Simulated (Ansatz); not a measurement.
# BPH3 (doublet): the correlation ladder at a displaced geometry (v2), cc-pVDZ

Aim: climb from Hartree-Fock through coupled cluster for BPH3 (doublet) at one geometry and basis, and see what each rung misses.

Method: cc-pVDZ, core rule «outside noble gas», up to 6 orbitals frozen; program: Ansatz 0.2.0, Gaussian basis.

To be run: UHF; CCSD(T) on ROHF; CCSD(T) on UHF; BCCD(T) on ROHF; CISD; CCSDT(Q) on ROHF; CCSDT(Q) on UHF.

16 further runs of the same task are left out: 1 for a mislabelled method, 4 that didn't finish, 11 set aside as unsound or not needed.

### Step 1. The geometry

The geometry is a PBE0/def2-TZVP stationary point (not a proven minimum) with its atoms shifted at random (size 0.100 Å).

5 atoms, charge 0, spin multiplicity 2.

Atoms are counted from 1 here; the program's logs count them from 0.

Bond lengths: B1–P2 1.877 Å, B1–H3 1.209 Å, B1–H4 1.270 Å, P2–H5 1.372 Å. Angles: P2–B1–H3 116.7°, P2–B1–H4 121.0°, H3–B1–H4 119.9°, B1–P2–H5 98.3°.

### Step 2. UHF

File in.yaml:

```yaml
crystal:
  periodic: [false, false, false]
  atoms:
    - {symbol: B, position_ang: [0.147265, 0.048931, 1.308597]}
    - {symbol: P, position_ang: [-0.072633, -0.055434, -0.552983]}
    - {symbol: H, position_ang: [-0.311860, 1.024577, 1.855887]}
    - {symbol: H, position_ang: [0.442605, -0.980094, 1.991507]}
    - {symbol: H, position_ang: [0.521705, 1.134156, -0.890156]}
basis:
  gaussian: {orbitals: cc-pVDZ}
magnetization: {spin_polarized: true, initial_magnetization: 1}
hamiltonian: {xc: hf}
output: {orbitals: {seedname: orbitals}}
```

Started as:

```
$ ansatz run in.yaml --threads 1 --pin off --events-out ev --progress --plain --max-ram 2393MiB
```

The runs that follow: CCSD(T) on ROHF; CCSD(T) on UHF; BCCD(T) on ROHF; CISD; CCSDT(Q) on ROHF; CCSDT(Q) on UHF.

Q: Predict the results of all the runs planned. Wanted: UCCSDT(Q) below the RHF energy; RMP2 from UCCSDT(Q); UMP2 from UCCSDT(Q); RCCSD from UCCSDT(Q); RCCSD(T) from UCCSDT(Q); UCCSD(T) from UCCSDT(Q); RCCSDT(Q) from UCCSDT(Q); T1 diagnostic.

**Answer**, as computed:

| quantity | value |
| --- | --- |
| UCCSDT(Q) below the RHF energy | -6.4303 eV |
| RMP2 from UCCSDT(Q) | +1264.7 meV |
| UMP2 from UCCSDT(Q) | +1281.2 meV |
| RCCSD from UCCSDT(Q) | +214.1 meV |
| RCCSD(T) from UCCSDT(Q) | +40.4 meV |
| UCCSD(T) from UCCSDT(Q) | +40.8 meV |
| RCCSDT(Q) from UCCSDT(Q) | +1.0 meV |
| levels within 1 kcal/mol (43 meV) | RCCSD(T), UCCSD(T), BCCD(T), RCCSDT, UCCSDT, RCCSDT(Q) |
| T1 diagnostic | 0.023 |

RCCSD(T) lands +40.4 meV from the yardstick (0.6 % of the correlation energy). These misses are within one basis, not against nature; the frozen cores of restricted and unrestricted runs differ, which can shift their rows.
